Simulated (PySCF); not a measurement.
```xyz
3
charge 0 multiplicity 3, angstrom
C     0.0000    0.0000   -1.1512
H     0.0000    0.0000   -2.2179
Cl    0.0000    0.0000    0.4590
```

Level of theory: UPBE0/[C def2-TZVP, H def2-TZVP, Cl def2-TZVP], no relativity, density fitting, PySCF.

This geometry of CHCl is a stationary point at this level.

Problem. What is the point group?

Solution. C∞v.

Problem. Is it a minimum?

Solution. No: it has 2 imaginary modes (one degenerate set), at 1021i cm⁻¹ (π).

Problem. Which band is strongest in the infrared?

Solution. 3427 cm⁻¹ (σ+), 67 km/mol.

Problem. Give the atomic charges and bond orders.

Solution. 
| atom | Mulliken | Löwdin | polar tensor | spin (Mulliken) | Mayer order to C1 |
| --- | --- | --- | --- | --- | --- |
| C1 | -0.28 | -0.58 | -0.25 | 1.89 | – |
| H2 | 0.24 | 0.10 | 0.29 | -0.10 | 0.90 |
| Cl3 | 0.04 | 0.48 | -0.03 | 0.20 | 1.45 |

Other isomers or separated fragments may lie lower. At this level a broken-symmetry Ms = 0 minimum of Cs symmetry lies 59 kJ/mol below this structure.
